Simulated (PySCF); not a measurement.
Compound: P₄H₄.
SMILES with atom numbers: `[PH:1]1[PH:2][PH:3][PH:4]1` (hydrogens: H5 on P1; H6 on P2; H7 on P3; H8 on P4)

The calculation used TDDFT CAM-B3LYP/def2-SVPD, vertical, gas phase, core orbitals frozen in the response (PySCF 2.14.0, density-fitted response routines). Geometry: GFN2-xTB; no solvent, vibrations or thermal averaging.

```tsv
state	E (eV)	E (hartree)	f	|μ| (D)	symmetry	main configurations (H = HOMO, L = LUMO)
S1	4.17	0.1531	0.0064	0.64	A″	H→L (97%)
S2	4.35	0.1598	0.0075	0.67	A′	H→L+1 (96%)
S3	4.83	0.1777	0.0004	0.14	–	H-1→L+1 (97%)
S4	4.98	0.1829	0.0019	0.31	–	H→L+2 (91%)
S5	5.12	0.1883	0.015	0.89	A′	H-1→L (83%)
S6	5.31	0.1950	0.055	1.66	A″	H-2→L (91%)
S7	5.50	0.2022	0.047	1.50	A′	H-2→L+1 (85%)
S8	5.63	0.2068	0.0002	0.10	–	H-1→L+2 (92%)
```

Triplets, Tamm–Dancoff:

| state | E (eV) | λ (nm) | main configurations (H = HOMO, L = LUMO) |
| --- | --- | --- | --- |
| T1 | 3.61 | 343.3 | H→L (91%) |
| T2 | 3.78 | 328.2 | H→L+1 (92%) |
| T3 | 4.24 | 292.4 | H-1→L+1 (86%) |

The lowest singlet comes at 298 nm (402 kJ/mol) in the ultraviolet; it is weak; its leading configuration is HOMO→LUMO (97%). The strongest level in the table is S6 at 5.31 eV (234 nm, f = 0.055). Löwdin shares by element: HOMO phosphorus 88%; LUMO phosphorus 87%. Weighted by f, the mean energy of these states is 5.24 eV. Orbital energies (eV): HOMO-3 -10.39, HOMO-2 -8.96, HOMO-1 -8.55, HOMO -7.79, LUMO -0.32, LUMO+1 -0.25, LUMO+2 0.33. The listed states span 1.46 eV, and the widest gap between neighbours is 0.49 eV (S2 to S3). Symmetry labels in Cs follow from the direction of the transition dipole and are given only for states with f of 0.002 or more. Only the lowest 8 singlets were computed, as vertical energies without vibronic structure.
